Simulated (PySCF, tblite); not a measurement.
**methanol and phosphine**

A gas-phase complex of methanol and phosphine; neutral, singlet. The structure comes from a short search (6 tight-binding starts) and was relaxed by PBE0-D3(BJ)/def2-SVPD; another way of binding may lie lower. No frequency run checks that it is a minimum.

```json
{"part": "1", "name": "methanol", "SMILES": "CO", "atoms": "1–6", "charge": "0", "multiplicity": "1"}
{"part": "2", "name": "phosphine", "SMILES": "P", "atoms": "7–10", "charge": "0", "multiplicity": "1"}
```

```xyz
10

C    -0.511   -0.296   -0.142
O     0.856    0.017   -0.120
H    -0.983   -0.191    0.852
H    -1.074    0.325   -0.862
H    -0.606   -1.345   -0.453
H     0.961    0.942    0.139
P     1.014    3.366    0.795
H     1.196    4.388   -0.181
H    -0.009    4.065    1.499
H     2.065    3.830    1.639
```
Atom numbers follow the order of the file, from 1.

Contacts between parts, classed by geometry: H6···P7 2.512 Å (hydrogen bond, 175°).

Interaction energies are complex less parts, with the parts frozen as they stand in it; counterpoise-corrected, in kcal/mol (PySCF).

**Question.** How strongly do the parts interact, level by level?

**Answer.** 
```json
{"level": "wB97M-D3(BJ)/def2-TZVPD", "interaction": "-2.63", "superposition error removed": "-0.09"}
{"level": "PBE0-D3(BJ)/def2-TZVPD", "interaction": "-3.37", "superposition error removed": "-0.06"}
```

**Question.** What holds them together? Decompose the wB97M-D3(BJ)/def2-TZVPD energy: frozen parts, their antisymmetrised product, then relaxation.

**Answer.** electrostatic -4.6, Pauli repulsion +5.3, orbital relaxation -2.5, dispersion correction -0.9 kcal/mol, which sum to the value before the counterpoise correction; the Pauli term holds the exchange-correlation of the frozen density too. Of the attraction, 57 % is electrostatic, 31 % is orbital relaxation, 12 % is dispersion correction.

The parts were also relaxed and run alone, at the levels used for the complex: shieldings by PBE0/pcSseg-2; core levels by delta-SCF with SCAN, pcX-2 on the ionised atom and pcseg-1 elsewhere, spin-free X2C (2p3/2 is the spin-free 2p value less a third of a first-order spin-orbit splitting).

Values alone: O2–H6 bond (Å): 0.960; shielding of H6 (ppm): 31.77; shielding of P7 (ppm): 575.9; shielding of O2 (ppm): 328.4; C1 1s core level (eV): 292.45; O2 1s core level (eV): 539.01; P7 2p3/2 core level (eV): 137.09.

**Question.** How do these values change when the complex forms?

**Answer.** 
| property | alone | in the complex | change |
| --- | --- | --- | --- |
| O2–H6 bond (Å) | 0.960 | 0.966 | +0.006 |
| shielding of H6 (ppm) | 31.77 | 29.35 | -2.42 |
| shielding of P7 (ppm) | 575.9 | 566.8 | -9.1 |
| shielding of O2 (ppm) | 328.4 | 319.1 | -9.2 |
| C1 1s core level (eV) | 292.45 | 291.97 | -0.48 |
| O2 1s core level (eV) | 539.01 | 538.06 | -0.95 |
| P7 2p3/2 core level (eV) | 137.09 | 137.45 | +0.36 |
